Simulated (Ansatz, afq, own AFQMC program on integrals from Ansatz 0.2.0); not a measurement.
# Atomization energy of NH2O, doublet

| atom | x (Å) | y (Å) | z (Å) |
| --- | --- | --- | --- |
| N | 0.0000 | 0.0000 | 0.5984 |
| O | 0.0000 | 0.0000 | -0.6635 |
| H | 0.0000 | 0.8762 | 1.1083 |
| H | 0.0000 | -0.8762 | 1.1083 |

Connectivity, by distances: NH2–O.

Atoms in their ground-state spins without spin–orbit coupling (mostly on UHF) minus the molecule (UHF), without zero-point energy. The geometry is a stationary point, not shown to be a minimum.

Basis cc-pVDZ. Noble-gas cores (and the filled d shells of Ga–Kr and In–Xe) are frozen. Integrals, coupled cluster, full CI and functionals: Ansatz 0.2.0; the random walks run on the same integrals in our own AFQMC program. The CISD trial takes its coefficients from CCSD amplitudes. Released means that phaseless walkers are propagated on without the constraint, phases kept. Uncertainties: one standard error, sampling alone. The errors of all members are added in quadrature.

No full CI on the walks' own integrals is used here. The released AFQMC energy serves as the reference, which it does only where one determinant dominates, the energy is flat over the last release times and near the phaseless one (40 meV or 2 meV an electron, half that with transition metals). On small molecules, where full CI could be run and the noise was under 10 meV, such values lay within 10 meV of it in 19 cases of 20, a flattering rate, since the rule was set on those same cases; what remains of the bias isn't in the error bar. Each member takes its own surest rung, up to full CI.

The best estimate is CCSD(T) at the basis-set limit (CBS: def2-TZVPP and def2-QZVPP, with their diffuse functions for anions and beside diffuse sets, CCSD(T) itself extrapolated) plus the step from CCSD(T) to AFQMC with the constraint released in cc-pVDZ. Rows without CBS are in cc-pVDZ, the functionals in def2-TZVP; B2PLYP and the wave-function rows carry a basis error of their own. Core correlation and relativity beyond core potentials are missing, and ± holds the sampling alone.

Cautions: NH₂O (doublet): the released value is read at 2.40 1/Eh with a noise of 22 meV, more than in the cases checked (meV from the phaseless value at times in 1/Eh: 9 ± 19 at 0.24, -9 ± 13 at 0.51, -20 ± 15 at 0.99, -34 ± 21 at 1.62, -37 ± 22 at 2.40).

| level | atomization energy (eV) |
| --- | --- |
| CCSD | 10.103 |
| PBE | 12.767 |
| PBE0 | 12.034 |

Problem. From these cheaper values, estimate the atomization energy at the level of the best estimate.

Solution. 11.938 ± 0.022 eV (best estimate, highest rung released AFQMC).

| level | atomization energy (eV) | error against the best estimate (eV) |
| --- | --- | --- |
| HF | 6.066 | -5.872 ± 0.022 |
| MP2 | 10.391 | -1.546 ± 0.022 |
| CCSD(T) | 10.286 | -1.651 ± 0.022 |
| ph-AFQMC/CISD | 10.302 ± 0.017 | -1.636 ± 0.028 |
| released AFQMC | 10.336 ± 0.022 | -1.602 |
| HF/CBS | 6.476 | -5.461 ± 0.022 |
| MP2/CBS | 12.042 | 0.104 ± 0.022 |
| CCSD(T)/CBS | 11.886 | -0.052 ± 0.022 |
| r2SCAN | 12.015 | 0.078 ± 0.022 |
| B3LYP | 12.150 | 0.212 ± 0.022 |
| wB97M-V | 12.057 | 0.119 ± 0.022 |
| B2PLYP | 11.810 | -0.128 ± 0.022 |

Correlation beyond CCSD(T) adds 0.052 ± 0.022 eV. Going to the basis-set limit adds 1.600 eV at CCSD(T). The perturbative (T) step is worth +0.184 eV. The functionals spread over 0.957 eV; r2SCAN and PBE0 come nearest and PBE is 0.829 eV too high.

Best estimates are given only where the step beyond CCSD(T) is under 0.3 eV and no member's determinant is very poor (T1 over 0.05, or 0.07 for open shells, ⟨S²⟩ too high by 0.3, two states mixed), so the hardest cases are missing from such tables.

The functionals ran in a triple-zeta set and keep a basis error of their own, a few kJ/mol for each bond in atomization energies and more for double hybrids, so close places among them and the extrapolated levels can swap.

Each member of a difference takes its own highest rung, so a best estimate needn't equal the limit plus the step of one row. A walk keeps the symmetry of its determinant, which the program's search chose and which needn't be the lowest solution, so a lower state of the same spin and another symmetry isn't excluded. Released energies are given only where the last usable release times agree within the noise; a slower fall can still hide under it.
